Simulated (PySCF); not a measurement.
# Neon: a sound run and one with changed settings

Sound run: Ne [Ne], Ne⁺ [He] 2s2 2p5. Computed with PySCF 2.14 in jorge-DZP-DKH (4s2p1d, 15 functions), with scalar relativity by spin-free X2C-1e. In the sound run the correlated levels freeze 1s2. The sound run starts from symmetry-adapted Hartree-Fock orbitals and uses a fine grid where one is needed.

A second run was set up differently.

```tsv
species	method	sound run (hartree)	changed run (hartree)	converged
Ne	MP2	-128.83331	-128.78878	yes
Ne	CCSD(T)	-128.83875	-128.79315	yes
Ne⁺	MP2	-128.05359	-128.00887	yes
Ne⁺	CCSD(T)	-128.06491	-128.01508	yes
```

Ionisation energy of Ne:

| method | sound run (eV) | changed run (eV) |
| --- | --- | --- |
| UHF | 19.750 | 19.750 |
| MP2 | 21.217 | 21.222 |
| SCS-MP2 | 21.085 | 21.137 |
| CCSD | 21.033 | 21.144 |
| CCSD(T) | 21.057 | 21.173 |

Problem. What was changed?
A. level shift left on
B. minimal basis
C. all electrons correlated in a valence basis
D. a valence shell is frozen

Solution. D. Freezing a valence shell removes pair correlation that changes on ionisation.
